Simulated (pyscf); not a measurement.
Single points on ωB97X-D3(BJ)/def2-SVP structures (PySCF, gas phase).

### Question
Estimate by transition-state theory the rate constant of fluoromethane (H₃C–F) + •H₂C–F → F–CH₂–F + methyl (CH₃•) (doublet surface; C–F broken, C–F formed) at 900 K, with ωB97M-D3(BJ)/def2-TZVP energies (ideal gas, 1 atm, RRHO with modes under 100 cm⁻¹ raised to 100, one conformer, R ln 2 for rigid chiral ones; no tunnelling).

### Answer
The electronic barrier is 39.9 kcal/mol and the thermal terms add +26.9, so ΔG‡ = 66.8 kcal/mol. With k_BT/h = 1.88e+13 s⁻¹ and RT = 1.788 kcal/mol, and a volume of 1.23e-19 cm³ per molecule at 1 atm, k = 1.4e-22 cm³ molecule⁻¹ s⁻¹. Wigner's tunnelling factor for 1146i cm⁻¹ would be 1.14. A shift of 1 kcal/mol in the barrier changes k by a factor 1.7. This is the saddle that the search found; another between the same sides may lie lower. The angle at the transferred F is 177°.
